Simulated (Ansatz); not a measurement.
# Si2F: from a trial structure to a relaxed crystal

These are results of DFT PBE, scalar-relativistic, plane waves, PAW (Ansatz 0.2.0), not measurements. Cutoff 420 eV, Γ-centred k mesh, Gaussian smearing, no spin polarisation in the final step.

Si2F was placed on the AlB2 structure type (P6/mmm, No. 191), with F in place of Al, Si in place of B, at a guessed volume.

```
Si F
1.0
     3.43422    0.00000    0.00000
    -1.71711    2.97412    0.00000
     0.00000    0.00000    3.70804
Si F
2 1
Direct
  0.33333 0.66667 0.50000
  0.66667 0.33333 0.50000
  0.00000 0.00000 0.00000
```

Steps on the 6×6×6 mesh (3 atoms). 12 of 13 steps are shown, and the free energy counts from the last. Trial steps that were taken back and renewals of the plane-wave basis can be among the rows.

```csv
step,ΔF (meV/atom),V (Å³/atom),P (GPa)
1,1005.4,12.62,64.93
2,473.3,13.99,33.07
3,212.6,15.20,12.09
4,130.6,15.49,2.12
5,110.5,15.18,-0.32
6,90.5,14.64,-0.60
8,73.9,13.58,0.07
9,72.8,13.81,-0.18
10,11.1,13.81,4.63
11,3.3,13.93,2.36
12,0.9,14.10,0.10
13,0.0,14.10,0.15
```

Steps on the 12×12×16 mesh (3 atoms). 4 of 8 steps are shown, and the free energy counts from the last.

| step | ΔF (meV/atom) | V (Å³/atom) | P (GPa) |
| --- | --- | --- | --- |
| 1 | 2.2 | 14.10 | 0.42 |
| 2 | 1.2 | 14.07 | 0.12 |
| 4 | 0.0 | 13.97 | -0.29 |
| 8 | 0.0 | 13.91 | 0.00 |

A final relaxation ran on a 12×12×16 mesh. The relaxed crystal, P6/mmm (No. 191):

Space group P6/mmm (No. 191). a = 4.155 Å, b = 4.155 Å, c = 2.790 Å, α = 90.00°, β = 90.00°, γ = 120.00°
```csv
atom,site,symmetry,x,y,z
Si,2d,-6m2,0.3333,0.6667,0.5000
F,1a,6/mmm,0.0000,0.0000,0.0000
```

```json
{
  "Volume per atom": "13.9 Å³",
  "Density": "3.0 g/cm³",
  "Energy over the elements": "-0.32 eV/atom",
  "Gap on the 12×12×16 mesh": "0 eV (a metal)"
}
```

The zero of energy is the elements' standard structures at the same level (F₂ as a molecule); no fitted shifts are applied.

The final run used a 12×12×16 mesh on its 3-atom cell and 0.10 eV smearing. For metals, differences of a few meV/atom aren't resolved. No dispersion correction is applied, so the spacing between layers, chains or molecules is poorly fixed, and with it the volume and density.

A structure relaxed within its symmetry needn't be a true minimum.

Cost: 3 runs of about 0.48 core-minutes in all, on Intel Xeon 6975P-C (Granite Rapids) (shared hosts).